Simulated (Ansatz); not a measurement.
System: CS, charge 1, doublet. CS+ (parent SMILES [C-]#[S+], doublet).
B3LYP-D3(BJ)/def2-TZVP minimum from Ansatz (a first-principles code):
```xyz
2

C      0.0000     0.0000    -1.0808
S      0.0000     0.0000     0.4053
```
Charge +1, spin multiplicity 2.

Total energies in aug-cc-pV(Q+d)Z, 9 correlated electrons, 6 frozen orbitals. UHF or UKS for unpaired electrons; spin-orbit terms are left out. Cores are frozen in correlated methods. No relativity. The UHF reference of CS+ (parent SMILES [C-]#[S+], doublet) is spin-contaminated (<S^2> up to 0.71 over the pure value in the sets run).

```tsv
method	program	energy (Eh)	minus CCSDT(Q) (mEh)
HF	Ansatz	-434.99901	312.36
MP2	Ansatz	-435.23935	72.02
CCSD	Ansatz	-435.28618	25.19
CCSD(T)	Ansatz	-435.30579	5.58
CCSDT(Q)	Ansatz	-435.31137	0.00
```

Rough core times of Ansatz's runs on a shared machine: CCSD(T) 3 min, CCSDT(Q) 2 h.
